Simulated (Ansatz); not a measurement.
A calculation with Ansatz (development build ahead of 0.2.0).

```yaml
crystal:
  periodic: [false, false, false]
  atoms:
    - { symbol: Na, position_ang: [0.0, 0.0, 0.0] }
    - { symbol: Li, position_ang: [0.0, 0.0, 4.116] }
    - { symbol: H, position_ang: [0.0, 2.1128, -1.7728] }
basis:
  gaussian: { orbitals: pcseg-2 }
magnetization:
  spin_polarized: true
  initial_magnetization: 3
hamiltonian:
  xc: pbe0
```

The input is written out in the form of the current development build from the run's settings.

Output:

* Converged: yes
* Total energy: -170.14215 hartree
* Spin squared of the determinant: 3.750
* Stability test: minimum

Caution: other spin multiplicities may lie lower.
